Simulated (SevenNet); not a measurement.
2H WSe2

Calculation: the machine-learned potential SevenNet-l3i5 (trained on PBE and PBE+U data).

Cell (relaxed at this level):

WSe2 is taken in the hexagonal space group P6₃/mmc (No. 194), Pearson symbol hP6. Cell: a = 3.326 Å, b = 3.326 Å, c = 14.898 Å, α = 90.00°, β = 90.00°, γ = 120.00°. W on 2c is coordinated by 6 Se at 2.552 Å (trigonal prismatic). Se on 4f sees 3 W at 2.552 Å (trigonal pyramidal). (Neighbours: up to the widest gap in distance over summed covalent radii, below 1.35, at either atom; cation-cation and far metal-metal contacts left out.)

```yaml
lattice_constant_a: 3.326 Å
lattice_parameter_c: 14.898 Å
```

Measured, for comparison: lattice constant a 3.282 Å, lattice parameter c 12.96 Å (300 K, no zero-point or thermal correction; as tabulated in arXiv:1605.07067). Computed (rounded) less measured: lattice constant a +1.3 %, lattice parameter c +15.0 %.

A machine-learned potential is trained on density-functional data: it inherits that level's misses and adds fitting errors of its own.

Note: the model's c/a of 4.48 is far from the 3.95 of the starting cell; the model's elastic tensor is not positive definite here; this model's volume lies 18 % above that of the starting cell (a measured, published or database cell).
